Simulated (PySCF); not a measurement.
# Working with the constants of AlCl⁺

UHF-CCSD(T) constants of AlCl⁺, ²Σ⁺ (doublet), unpaired electrons σ ↑ (Al def2-TZVPPD, Cl def2-TZVPPD; no relativity (PySCF 2.14); masses 26.9815 and 34.9689 u):

| Property | Result |
| --- | --- |
| ωe | 601.5 cm⁻¹ |
| ωexe | 2.92 cm⁻¹ |
| Be | 0.26835 cm⁻¹ |
| αe | 0.00158 cm⁻¹ |
| De to Al⁺ + Cl | 1.84 eV |

**Question.** What force constant and bond length do these constants imply?

**Answer.** Reduced mass μred = 15.230 u; k = 5.8918×10⁻⁷·μred·ωe² (u, cm⁻¹, mdyn/Å) = 3.25 mdyn/Å; Re = √(16.8576/(μred·Be)) (u, cm⁻¹, Å) = 2.031 Å.

**Question.** Estimate the centrifugal constant D from the Kratzer relation and find the Dunham coefficient a1.

**Answer.** D = 4Be³/ωe² = 2.14e-07 cm⁻¹; a1 = −1 − αeωe/(6Be²) = -3.20.

Correlated steps freeze 10 core orbitals. For an ion De counts to the pair picked by the measured ionisation energies or electron affinities, which need not be the lowest pair at this level. The state was picked by a PBE0 search and need not be the measured ground state.
